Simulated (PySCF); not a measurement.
**Calculated NMR parameters of C=C=O**

- Formula: C2H2O
- SMILES: C=C=O
- InChI: InChI=1S/C2H2O/c1-2-3/h1H2
- Point group of the computed structure: C2v
- Degrees of unsaturation: 2
- Carbon signals: 2
- Proton signals: 1

Atom-mapped SMILES (the numbers label the heavy atoms): `[CH2:1]=[C:2]=[O:3]`; H(Xn) means a hydrogen on atom n.

[PySCF: geometry from PBE0-D3(BJ)/def2-TZVP; shieldings: GIAO B97-2/pcSseg-2; gas phase; averaged over atoms made equivalent by symmetry, fast rotation or ring inversion; one conformer; no relativistic terms]

Referencing at the same level of theory: TMS for ¹H and ¹³C; ¹⁷O vs H2O.

| carbon | δC, type | δH (multiplicity) | HMBC from (2–3 bonds) | span of the C tensor (ppm) |
| --- | --- | --- | --- | --- |
| C1 | -0.7, CH2 | 2.35 (s) | – | 70 |
| C2 | 198.9, C | – | H(C1) | 224 |

Other nuclei:
```
atoms  nucleus      environment  δ (ppm)  σ (ppm)
   O3      ¹⁷O  carbonyl oxygen    343.7    -16.0
```

Carbon types of the structure: 1 × C, 1 × CH2, which accounts for all hydrogens. δC 198.9: central carbon of a ketene. δC -0.7: terminal carbon of a ketene. δH 2.35: hydrogen on a terminal carbon of a ketene.

Shifts are as computed. Against solution values, carbons near 30 ppm lie about +3 ppm off and those near 130 ppm about +7 ppm. Of 1211 compounds with measured shifts, 218 miss one by over three times the rms of a fit or turn the order of signals round; such compounds aren't used in these exercises. Unscaled 17O shifts of doubly bonded oxygen tend to come out too high, by tens of ppm or more. Experimental scales use liquid or dissolved standards, which lie at an offset from isolated H2O (liquid H2O: subtract about 36 ppm).
